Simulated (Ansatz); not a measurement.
# singlet [SiN2H5]+: levels of theory compared

We compute a comparison of 6 runs (HF/def2-SVPD, B3LYP/def2-SVPD, r2SCAN/def2-SVPD, r2SCAN0/def2-SVPD, RPA@PBE0/def2-SVPD, CCSD(T)/def2-SVPD) of singlet [SiN2H5]+. 

Program for the calculation: Ansatz 0.2.0.

50 further runs of the same task are left out: 50 set aside as unsound or not needed.

## Step 1: The structure to begin with

[SiN2H5]+: 8 atoms, total charge +1, spin state singlet. As SMILES of the parent species, `N[SiH]N`. The coordinates come from a PBE0-D4/def2-TZVP relaxation. This is one conformer, not always the lowest. That shape belongs to the parent species and isn't relaxed for this state.

Bond lengths: N1–Si2 1.713 Å, Si2–N3 1.720 Å, N1–H4 1.008 Å, N1–H5 1.005 Å, Si2–H6 1.504 Å, N3–H7 1.008 Å, N3–H8 1.008 Å. Angles: N1–Si2–N3 106.1°, N1–Si2–H6 117.2°, N3–Si2–H6 103.6°, Si2–N1–H4 122.2°, Si2–N1–H5 121.8°, Si2–N3–H7 120.2°, Si2–N3–H8 119.6°, H4–N1–H5 112.8°, H7–N3–H8 111.5°.

## Step 2: A single-point energy at HF/def2-SVPD (run 1)

File in.yaml:

```yaml
crystal:
  periodic: [false, false, false]
  atoms:
    - {symbol: N, position_ang: [-1.027000, 0.622100, -0.768300]}
    - {symbol: Si, position_ang: [0.527700, 0.579900, -0.050700]}
    - {symbol: "N", position_ang: [0.789500, -1.052600, 0.425100]}
    - {symbol: H, position_ang: [-1.817900, 0.144500, -0.364600]}
    - {symbol: H, position_ang: [-1.296600, 1.349400, -1.406800]}
    - {symbol: H, position_ang: [0.716400, 1.354100, 1.225100]}
    - {symbol: H, position_ang: [0.730800, -1.794000, -0.255200]}
    - {symbol: H, position_ang: [1.468900, -1.260500, 1.139500]}
basis:
  gaussian:
    orbitals: def2-SVPD
total_charge: 1
hamiltonian:
  xc: hf
accuracy: high
output: {orbitals: {seedname: orbitals}}
```

On the command line:

```sh
$ ansatz run in.yaml --threads 1 --pin off --max-ram 3480MiB --events-out events.jsonl --progress --plain --runs-dir runs
```

The program printed:

```text
Warning: RAYON_NUM_THREADS=1 ignored (pool sized by the plan → 1); use --threads N
Functional definition: HF
  name "HF"
  exchange = exact_x
  correlation = 0
2133 factors; integrals over basis functions are off by at most 3.5e-9 eV
mean field evaluation 1: about -10885.8922 eV, gradient 6.0e1 eV
mean field evaluation 2: about -10885.8965 eV, gradient 6.0e1 eV
mean field evaluation 4: about -10893.4897 eV, gradient 3.2e0 eV
mean field evaluation 8: about -10893.5358 eV, gradient 1.1e-1 eV
mean field -10893.53587145 eV, -400.3300593721 hartree, gradient 1.6e-8 eV, S^2 0.000000; 0 other end points of the search recorded, 0 dependent functions left out
reference -10893.53587145 eV, -400.3300593721 hartree; 16, 16 occupied and 88, 88 virtual orbitals, 2133 factors
Total energy: -10893.53587145 eV, -400.3300593721 hartree
```

It took 2.8 s on 1 thread of Arm Neoverse V2, shared host; peak memory 0.28 GiB.

## Step 3: The energy at B3LYP/def2-SVPD (run 2)

File input.yaml:

```yaml
crystal:
  periodic: [false, false, false]
  atoms:
    - symbol: "N"
      position_ang: [-1.027000, 0.622100, -0.768300]
    - symbol: Si
      position_ang: [0.527700, 0.579900, -0.050700]
    - symbol: N
      position_ang: [0.789500, -1.052600, 0.425100]
    - symbol: H
      position_ang: [-1.817900, 0.144500, -0.364600]
    - symbol: H
      position_ang: [-1.296600, 1.349400, -1.406800]
    - symbol: H
      position_ang: [0.716400, 1.354100, 1.225100]
    - symbol: H
      position_ang: [0.730800, -1.794000, -0.255200]
    - symbol: H
      position_ang: [1.468900, -1.260500, 1.139500]
basis:
  gaussian: {orbitals: def2-SVPD}
total_charge: 1
hamiltonian: {xc: {name: B3LYP}}
accuracy: high
output: {orbitals: {seedname: orbitals}}
```

On the command line:

```sh
$ ansatz run input.yaml --threads 1 --pin off --max-ram 3480MiB --events-out events.jsonl --progress --plain --runs-dir runs
```

The program printed:

```text
Warning: RAYON_NUM_THREADS=1 ignored (pool sized by the plan → 1); use --threads N
Functional definition: B3LYP
  name "B3LYP"
  parameter a0 = 0.2
  parameter ax = 0.72
  parameter ac = 0.81
  exchange = (1 - a0 - ax)*slater_x + ax*b88_x + a0*exact_x
  correlation = (1 - ac)*vwn_rpa_c + ac*lyp_c
2133 factors; integrals over basis functions are off by at most 3.5e-9 eV
mean field evaluation 1: about -10905.1762 eV, gradient 1.1e2 eV
mean field evaluation 2: about -10834.7252 eV, gradient 1.7e2 eV
mean field evaluation 4: about -10926.8655 eV, gradient 2.3e1 eV
mean field evaluation 8: about -10928.1465 eV, gradient 2.9e-1 eV
mean field evaluation 16: about -10928.1467 eV, gradient 4.0e-6 eV
mean field -10928.14672298 eV, -401.6019847056 hartree, gradient 2.2e-8 eV, S^2 0.000000; 0 other end points of the search recorded, 0 dependent functions left out
reference -10928.14676242 eV, -401.6019861551 hartree; 16, 16 occupied and 88, 88 virtual orbitals, 2133 factors
Total energy: -10928.14676242 eV, -401.6019861551 hartree
```

Run time: 6.3 s. Hardware: 1 thread of Arm Neoverse V2, shared host; peak memory 0.32 GiB.

Runs 3 to 5 aren't shown in full; the table further down has their settings and results.

## Step 4: A single-point energy at CCSD(T)/def2-SVPD (run 6)

in.yaml, as its differences from that of step 2:

```diff
@@ -5,3 +5,3 @@
     - {symbol: Si, position_ang: [0.527700, 0.579900, -0.050700]}
-    - {symbol: "N", position_ang: [0.789500, -1.052600, 0.425100]}
+    - {symbol: N, position_ang: [0.789500, -1.052600, 0.425100]}
     - {symbol: H, position_ang: [-1.817900, 0.144500, -0.364600]}
@@ -14,6 +14,8 @@
     orbitals: def2-SVPD
+scf:
+  omitted_lower_state_checks: [cluster_reference, increment]
+correlation:
+  method: ccsd_t
+  frozen_orbitals: {H: 0, "N": 1, Si: 5}
 total_charge: 1
-hamiltonian:
-  xc: hf
 accuracy: high
-output: {orbitals: {seedname: orbitals}}
```

On the command line:

```sh
$ ansatz run in.yaml --threads 1 --pin off --max-ram 3480MiB --events-out events.jsonl --progress --plain --runs-dir runs
```

The program printed:

```text
Warning: RAYON_NUM_THREADS=1 ignored (pool sized by the plan → 1); use --threads N
[... 11 lines left out ...]
7 core orbitals not correlated: weight in the atoms' cores, before any rotation towards them, 1.000 or more for the frozen orbitals, at most 0.000 for the correlated occupied ones
[... 27 lines left out ...]
Total energy: -10907.24606135 eV, -400.8338995576 hartree
Checks for a lower state left out: cluster_reference, increment
```

It took 22 s on 1 thread of Arm Neoverse V2, shared host; peak memory 0.83 GiB.

## Step 5: All runs side by side

| run | level | frozen core orbitals | energy (Eh) | HOMO energy (eV) | LUMO energy (eV) | HOMO–LUMO gap (eV) | wall time |
| --- | --- | --- | --- | --- | --- | --- | --- |
| 1 | HF/def2-SVPD | – | -400.330059 | -16.91 | -6.22 | 10.69 | 2.8 s |
| 2 | B3LYP/def2-SVPD | – | -401.601986 | -13.31 | -9.62 | 3.70 | 6.3 s |
| 3 | r2SCAN/def2-SVPD | – | -401.489227 | -12.48 | -10.06 | 2.42 | 9.6 s |
| 4 | r2SCAN0/def2-SVPD | – | -401.465718 | -13.76 | -9.33 | 4.44 | 10 s |
| 5 | RPA@PBE0/def2-SVPD | 7 | -400.987929 | – | – | – | 11 s |
| 6 | CCSD(T)/def2-SVPD | 7 | -400.833900 | – | – | – | 22 s |

## Step 6: Outcome

| quantity | value |
| --- | --- |
| run 6: total energy | -400.83390 Eh |
| run 6: correlation energy (7 core orbitals frozen) | -503.8 mEh |
| run 6: (T) correction | -17.15 mEh |
| run 6: T1 diagnostic | 0.023 |

What this shows: Over runs 1, 2, 3, 4 the HOMO–LUMO gap runs from 2.42 eV (r2SCAN/def2-SVPD) to 10.69 eV (HF/def2-SVPD). Exact exchange widens orbital gaps. Totals of different functionals can't be ranked against each other. All runs together took 62 s, the longest 22 s.
